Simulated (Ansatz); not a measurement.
# Al₂H₃ radical (SMILES [AlH][AlH2]): single points off equilibrium

A test off equilibrium: a structure displaced at random from a GFN2-xTB minimum is computed at several levels, and each is set against CCSD(T).

Program: Ansatz 0.2.0, Gaussian basis. Level of theory: single points in def2-TZVPP. These are calculated values, not measurements.

Cores are frozen in the correlated methods. Orbitals are unrestricted.

## Step 1: Where the work starts

SMILES `[AlH][AlH2]`, 5 atoms, charge 0, spin multiplicity 2.

Atoms are counted from 1 here; the program's logs count them from 0.

Bond lengths: Al1–Al2 2.575 Å, Al1–H3 1.646 Å, Al2–H4 1.598 Å, Al2–H5 1.643 Å. Angles: Al2–Al1–H3 171.6°, Al1–Al2–H4 166.7°, Al1–Al2–H5 78.9°, H4–Al2–H5 114.4°.

As a file:

```xyz
5
charge 0, multiplicity 2
Al    0.63340   -1.06240    0.82190
Al   -0.70540    0.55270   -0.67190
H     1.32250   -2.25970    1.71740
H    -1.78430    1.27900   -1.60050
H     0.57470    1.49500   -0.25520
```

## Step 2: CCSD(T)/def2-TZVPP

File run/in.yaml:

```yaml
crystal:
  periodic: [false, false, false]
  atoms:
    - {symbol: Al, position_ang: [0.633400, -1.062400, 0.821900]}
    - {symbol: Al, position_ang: [-0.705400, 0.552700, -0.671900]}
    - {symbol: H, position_ang: [1.322500, -2.259700, 1.717400]}
    - {symbol: H, position_ang: [-1.784300, 1.279000, -1.600500]}
    - {symbol: H, position_ang: [0.574700, 1.495000, -0.255200]}
basis:
  gaussian: {orbitals: def2-TZVPP}
magnetization: {spin_polarized: true, initial_magnetization: 1}
correlation: {method: ccsd_t}
scf: {omitted_lower_state_checks: [cluster_reference]}
output: {forces: true}
```

No record of the launch command was kept for these runs.

## Step 3: PBE0-D4/def2-TZVPP

run/in.yaml: that of step 2 with these lines changed.

```diff
@@ -11,4 +11,3 @@
 magnetization: {spin_polarized: true, initial_magnetization: 1}
-correlation: {method: ccsd_t}
-scf: {omitted_lower_state_checks: [cluster_reference]}
-output: {forces: true}
+hamiltonian: {xc: pbe0, dispersion: d4}
+output: {forces: true, orbitals: {seedname: orbitals}}
```

## Step 4: wB97M-V/def2-TZVPP

run/in.yaml: that of step 3 with these lines changed.

```diff
@@ -11,3 +11,3 @@
 magnetization: {spin_polarized: true, initial_magnetization: 1}
-hamiltonian: {xc: pbe0, dispersion: d4}
-output: {forces: true, orbitals: {seedname: orbitals}}
+hamiltonian: {xc: {name: wB97M-V}}
+output: {forces: true}
```

## Step 5: r2SCAN-D4/def2-TZVPP

run/in.yaml: that of step 4 with these lines changed.

```diff
@@ -11,3 +11,3 @@
 magnetization: {spin_polarized: true, initial_magnetization: 1}
-hamiltonian: {xc: {name: wB97M-V}}
+hamiltonian: {xc: r2scan, dispersion: d4}
 output: {forces: true}
```

## Step 6: PBE-D4/def2-TZVPP

run/in.yaml: that of step 5 with these lines changed.

```diff
@@ -11,3 +11,3 @@
 magnetization: {spin_polarized: true, initial_magnetization: 1}
-hamiltonian: {xc: r2scan, dispersion: d4}
+hamiltonian: {xc: pbe, dispersion: d4}
 output: {forces: true}
```

## Step 7: HSE06-D4/def2-TZVPP

run/in.yaml: that of step 6 with these lines changed.

```diff
@@ -11,3 +11,3 @@
 magnetization: {spin_polarized: true, initial_magnetization: 1}
-hamiltonian: {xc: pbe, dispersion: d4}
+hamiltonian: {xc: hse06, dispersion: d4}
 output: {forces: true}
```

## Step 8: SPW92/def2-TZVPP

run/in.yaml: that of step 7 with these lines changed.

```diff
@@ -11,3 +11,3 @@
 magnetization: {spin_polarized: true, initial_magnetization: 1}
-hamiltonian: {xc: hse06, dispersion: d4}
+hamiltonian: {xc: lda}
 output: {forces: true}
```

(Steps that only read results are left out.)

What does the calculation give? Wanted: energy less free atoms, CCSD(T)/def2-TZVPP; RMS force component; RMS force error; HOMO and LUMO, PBE0-D4; T1 diagnostic.

As calculated:

| quantity | value |
| --- | --- |
| energy less free atoms, CCSD(T)/def2-TZVPP | -210.3 kcal/mol |
| RMS force component | 0.579 to 0.675 eV/Å over the methods |
| RMS force error | PBE0-D4 0.055, wB97M-V 0.062, r2SCAN-D4 0.072, PBE-D4 0.124, HSE06-D4 0.054, SPW92 0.146 eV/Å |
| HOMO and LUMO, PBE0-D4 | -4.82 and -2.75 eV |
| T1 diagnostic | 0.032 |

In words: Against CCSD(T) the functionals' energies less atoms differ by -30.4 to -2.5 kcal/mol, PBE-D4 by -4.6 kcal/mol. A larger basis would deepen the CCSD(T) value, while the functionals are nearly converged already, so the order here is not reliable. The forces of HSE06-D4 come nearest to CCSD(T), those of SPW92 are farthest. Frozen-core CCSD(T) forces in triple zeta carry basis errors of their own, and this is one geometry, so small gaps rank nothing.
